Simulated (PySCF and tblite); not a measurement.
Values are calculated unless marked as measured or tabulated.
## Dynamics report: rotation

System: C₅H₈F (charge +1), numbered as in [CH3:1]/[CH:2]=[CH:3]\[CH+:4][CH2:5][F:6].

Motion: rotation about the C3–C4 bond (torsion C2–C3–C4–C5 from -180° to -15°, rising). Geometries: B3LYP-D3(BJ)/def2-SVP; energies: PBE0/pcSseg-1 + D3(BJ); zero-point and thermal terms from GFN2-xTB harmonic modes (soft modes blended into free rotors). Rates follow Eyring's equation with the number of equivalent paths and no tunnelling. Programs: tblite and PySCF.

```
 point  symmetry  E(GFN2) kcal/mol  E(DFT) kcal/mol  ZPE change kcal/mol  lowest mode cm⁻¹
 start        Cs               0.0              0.0                 0.00                51
saddle        C1              23.7             33.3                -2.06              858i
   end        C1               2.6              5.3                 0.10               105
```

```json
{
 "Electronic barrier": "33.3 kcal/mol",
 "Barrier with zero-point energy": "31.2 kcal/mol",
 "ΔH‡ (298 K)": "31.1 kcal/mol",
 "ΔS‡ (298 K, symmetry apart)": "-0.6 cal/(mol K)",
 "Paths": "2 equivalent paths",
 "End point": "a different minimum",
 "Mean lifetime of the start against this motion at 298 K": "220 years",
 "Cost": "5.1 min on 1 thread of Arm Neoverse V2, shared host (rough), peak memory 0.72 GiB, launched as `OMP_NUM_THREADS=1 python ens_run.py task.json out`"
}
```

```
T/K  ΔG‡ kcal/mol      k s⁻¹  ΔG kcal/mol  k back s⁻¹
250          31.3  4.6×10⁻¹⁵          5.7     2×10⁻¹⁰
298          31.3  1.4×10⁻¹⁰          5.7    1.1×10⁻⁶
350          31.3   4.1×10⁻⁷          5.7     0.00079
400          31.3    0.00013          5.8       0.093
500          31.3       0.42          5.8          76
```

ΔG and ΔG‡ leave out symmetry numbers and mirror images; rates count paths: 2 out, 1 back.

The ion is treated without a counter-ion.
